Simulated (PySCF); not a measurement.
**How the numerical set-up moves the result for BH**

The method stays; parts of the set-up, such as the basis or the Hamiltonian, are changed.

Method: method and basis as typed in the scripts; program: PySCF 2.14.0.

2 further runs of the same task are left out: 2 that didn't finish.

## 1. Starting geometry

BH: 2 atoms, charge 0, spin multiplicity 1.

Bond lengths: B1–H2 1.022 Å.

## 2. Base script

The input, input.py:

```python
from pyscf import gto, scf, cc

mol = gto.M(
    atom='B 0 0 0; H 0 0 1.022',
    basis='6-311g**',
    charge=0,
    spin=0,
    verbose=3,
)
mf = scf.UHF(mol)
mf.kernel()
mycc = cc.CCSD(mf, frozen=1)
mycc.kernel()
e = mycc.ipccsd(nroots=4)[0]
print('roots (eV) =', (e*27.211386).round(3))
mf.dip_moment()
print('orbital energies (hartree):', [e[max(0, n-3):n+3].round(4) for e, n in zip(mf.mo_energy, mol.nelec)])
```

On the command line:

```
$ OMP_NUM_THREADS=1 python input.py
```

The log of this run is left out.

In short: E(SCF) = -25.105099 Eh, E(CCSD) − E(SCF) = -0.08895 Eh, μ = 2.24 D, ionisation roots 9.528, 9.528, 13.766, 13.766 eV.

The bond length is a typed value, not an optimised one.

## 3. Def2-svp

Run 1 changes basis set: 6-311g** → def2-svp.

input.py, as its differences from that of step 2:

```diff
@@ -4,3 +4,3 @@
     atom='B 0 0 0; H 0 0 1.022',
-    basis='6-311g**',
+    basis='def2-svp',
     charge=0,
```

On the command line:

```
$ OMP_NUM_THREADS=1 python input.py
```

What it wrote:

```text
converged SCF energy = -25.0745455584005  <S^2> = 6.4335204e-12  2S+1 = 1
E(UCCSD) = -25.15884438473815  E_corr = -0.08429882633763332
roots (eV) = [ 9.476  9.476 13.593 13.593]
Dipole moment(X, Y, Z, Debye):  0.00000, -0.00000,  2.32698
orbital energies (hartree): [array([-7.6691, -0.705 , -0.3398,  0.0587,  0.0587,  0.2557]), array([-7.6691, -0.705 , -0.3398,  0.0587,  0.0587,  0.2557])]
```

It took 0.94 s on 1 thread of Arm Neoverse V1, shared host.

This run: E(SCF) = -25.074546 Eh (+0.8314 eV from the base), E(CCSD) − E(SCF) = -0.08430 Eh, μ = 2.33 D, ionisation roots 9.476, 9.476, 13.593, 13.593 eV.

## 4. Def2-tzvp

Run 2 changes basis set: 6-311g** → def2-tzvp.

input.py, as its differences from that of step 2:

```diff
@@ -4,3 +4,3 @@
     atom='B 0 0 0; H 0 0 1.022',
-    basis='6-311g**',
+    basis='def2-tzvp',
     charge=0,
```

On the command line:

```
$ OMP_NUM_THREADS=1 python input.py
```

What it wrote:

```text
converged SCF energy = -25.1084093287081  <S^2> = 5.7148064e-11  2S+1 = 1
E(UCCSD) = -25.20282913127568  E_corr = -0.09441980256753617
roots (eV) = [ 9.642  9.642 13.893 13.893]
Dipole moment(X, Y, Z, Debye):  0.00000, -0.00000,  2.30161
orbital energies (hartree): [array([-7.6603, -0.7093, -0.3423,  0.0458,  0.0458,  0.1263]), array([-7.6603, -0.7093, -0.3423,  0.0458,  0.0458,  0.1263])]
```

Wall time 2 s (1 thread of Arm Neoverse V1, shared host); peak memory 0.18 GiB.

This run: E(SCF) = -25.108409 Eh (-0.0901 eV from the base), E(CCSD) − E(SCF) = -0.09442 Eh, μ = 2.30 D, ionisation roots 9.642, 9.642, 13.893, 13.893 eV.

## 5. Cartesian functions on

Run 3 changes Cartesian functions: off → on.

input.py, as its differences from that of step 2:

```diff
@@ -7,2 +7,3 @@
     spin=0,
+    cart=True,
     verbose=3,
```

On the command line:

```
$ OMP_NUM_THREADS=1 python input.py
```

What it wrote:

```text
converged SCF energy = -25.1051240217583  <S^2> = 1.1532997e-10  2S+1 = 1
E(UCCSD) = -25.19501271975518  E_corr = -0.08988869799687112
roots (eV) = [ 9.533  9.533 13.78  13.78 ]
Dipole moment(X, Y, Z, Debye):  0.00000,  0.00000,  2.23744
orbital energies (hartree): [array([-7.6557, -0.7069, -0.3395,  0.0619,  0.0619,  0.2164]), array([-7.6557, -0.7069, -0.3395,  0.0619,  0.0619,  0.2164])]
```

Wall time 0.92 s (1 thread of Arm Neoverse V1, shared host).

Result: E(SCF) = -25.105124 Eh (-0.0007 eV from the base), E(CCSD) − E(SCF) = -0.08989 Eh, μ = 2.24 D, ionisation roots 9.533, 9.533, 13.780, 13.780 eV.

## 6. Comparison

```
                   run  E(SCF) (hartree)  from base (eV)  gap (eV)  SCF dipole (D)  functions                                                after the SCF
                  base        -25.105099               0     10.92            2.24         24  CCSD correlation -2.421 eV, core frozen, first root 9.53 eV
              def2-svp        -25.074546         +0.8314     10.84            2.33         19  CCSD correlation -2.294 eV, core frozen, first root 9.48 eV
             def2-tzvp        -25.108409         -0.0901     10.56            2.30         37  CCSD correlation -2.569 eV, core frozen, first root 9.64 eV
Cartesian functions on        -25.105124         -0.0007     10.92            2.24        n/a  CCSD correlation -2.446 eV, core frozen, first root 9.53 eV
```

Wall time on 1 thread of Arm Neoverse V1, shared host, start-up included: base 1 s; def2-svp 0.94 s; def2-tzvp 2 s; Cartesian functions on 0.92 s.

What this shows: Of the runs whose energies can be compared, “def2-svp” moves the SCF energy most (+0.831 eV). def2-svp (19 functions) gives an energy 0.83 eV higher than 6-311g** (24). def2-tzvp (37 functions) gives an energy 0.09 eV lower than 6-311g** (24).
